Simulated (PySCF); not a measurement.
Species: H2S.
Atom-mapped SMILES: `[SH2:1]` (hydrogens: H2, H3 on S1)

All values: wB97X-D/pcSseg-2 (PySCF, non-relativistic), on one gas-phase PBE0-D3(BJ)/def2-TZVP geometry that isn't relaxed in the solvent. The solvent is an IEF-PCM continuum (Bondi radii, 1.10 Å for H, scaled by 1.2). Specific hydrogen bonds and non-electrostatic terms are outside this model.

Gas phase at wB97X-D/pcSseg-2: HOMO -9.45 eV, LUMO 2.17 eV, dipole 1.25 D.

What does the continuum do to the energy, the frontier levels and the dipole at wB97X-D/pcSseg-2 in chloroform?

```
   solvent      ε  E(solvent) − E(gas) (kcal/mol)  polarisation term (kcal/mol)  distortion of the solute (kcal/mol)  HOMO (eV)  LUMO (eV)  dipole (D)
chloroform  4.711                           -2.09                         -2.33                                 0.24      -9.43       2.41        1.53
```

Polarisation term: ½ Σ q·V over the induced surface charges. Distortion: the rise of the solute's own energy as its density leaves the gas-phase optimum.

Which radius a makes the point-dipole formula ΔE = −[(ε − 1)/(2ε + 1)]·μ²/a³ give the value in chloroform, with the gas-phase dipole?

μ = 0.491 au and |ΔE| = 0.00333 Eh give a = 1.56 Å; the farthest nucleus lies 1.02 Å from the centroid of the nuclei. The formula assumes a rigid point dipole at the centre of a sphere.

On one thread, Arm Neoverse N1 (aarch64), on a shared host, this took 1.7 s and 0.31 GiB of memory at its peak. This is the whole shielding run at wB97X-D/pcSseg-2 in chloroform, SCF included.

wB97X-D is run here without its empirical dispersion term; that term would change no orbital, density or response property at a fixed geometry.
